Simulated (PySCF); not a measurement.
Cost of one run: shielding job, `FC1CCCC1`.

Method: GIAO LC-wPBE/pcSseg-1 NMR shielding, non-relativistic, gas phase (PySCF 2.14.0, density-fitted response routines). Geometry: PBE0-D3(BJ)/def2-SVP. Work: shieldings, ring-centre shieldings, density fitting. The command runs a driver script over a list of jobs; the input below is this job's line of settings and its coordinates in Å.

Command:
```bash
OMP_NUM_THREADS=1 python probes_run.py task.json out
```

Input:
```
{"job": {"kind": "nmr", "xc": "LC-wPBE", "basis": "pcSseg-1", "pop": false}, "charge": 0, "multiplicity": 1}
F     -1.041369    -0.064908     1.783785
C     -1.186721     0.061491     0.411351
C     -0.347705     1.232236    -0.064964
C      1.092199     0.695352    -0.044315
C      0.968077    -0.844183    -0.163003
C     -0.537786    -1.134074    -0.259286
H     -2.264248     0.165958     0.201040
H     -0.499896     2.121459     0.563950
H     -0.660508     1.492750    -1.089111
H      1.582810     0.965857     0.901726
H      1.700017     1.130950    -0.850690
H      1.515947    -1.244904    -1.028205
H      1.388529    -1.329318     0.729615
H     -0.840243    -2.077868     0.217328
H     -0.870156    -1.170441    -1.309425
```

Hardware: one thread of an Intel Xeon Platinum 8488C, shared host with 192 logical CPUs at a one-minute load of 134. PySCF's memory limit was set to 1040 MB.

**Question.** How large is the basis?

**Answer.** 147 functions for 48 electrons, with 758 fitting functions; the fitted three-index integrals, 758 × 147 × 148/2 numbers of 8 bytes, come to 63 MiB.

**Question.** What wall time should be expected on this hardware?

**Answer.** About 31 s. The SCF took 12 cycles.

**Question.** Estimate the peak memory.

**Answer.** About 0.60 GiB. Peak memory is the resident size of the whole Python process, interpreter and libraries included.

**Question.** At this speed, how long would 1000 such jobs take on 32 cores, one job a core?

**Answer.** 1000/32 gives 32 rounds of 31 s, about 17 min of wall time and 8.6 core-hours, if the jobs don't slow each other.

The SCF part of the output:
```
coarse grid: 12096 points
cycle   1  E = -295.4817092847  dE =  9.898e-01  |g| = 5.398e-01  |ddm| = 3.207e+00
cycle   2  E = -295.4935176017  dE = -1.181e-02  |g| = 5.721e-01  |ddm| = 6.350e-01
cycle   3  E = -295.5386364769  dE = -4.512e-02  |g| = 4.128e-02  |ddm| = 3.146e-01
cycle   4  E = -295.5390436869  dE = -4.072e-04  |g| = 1.696e-02  |ddm| = 4.868e-02
cycle   5  E = -295.5391111735  dE = -6.749e-05  |g| = 4.287e-03  |ddm| = 1.911e-02
cycle   6  E = -295.5391156889  dE = -4.515e-06  |g| = 5.369e-04  |ddm| = 4.562e-03
final grid: 115992 points
cycle   7  E = -295.5950413783  dE = -5.619e-05  |g| = 9.860e-03  |ddm| = 2.895e-02
cycle   8  E = -295.5950394211  dE =  1.957e-06  |g| = 1.079e-02  |ddm| = 1.186e-02
cycle   9  E = -295.5950558695  dE = -1.645e-05  |g| = 4.616e-04  |ddm| = 5.347e-03
cycle  10  E = -295.5950559091  dE = -3.958e-08  |g| = 2.544e-04  |ddm| = 5.757e-04
cycle  11  E = -295.5950559241  dE = -1.496e-08  |g| = 2.175e-05  |ddm| = 2.196e-04
cycle  12  E = -295.5950559243  dE = -2.108e-10  |g| = 5.092e-06  |ddm| = 5.253e-05
converged SCF energy = -295.5950559243
```

On the final grid dE counts from the start density on that grid.

The host was shared with other jobs, so the times are rough.
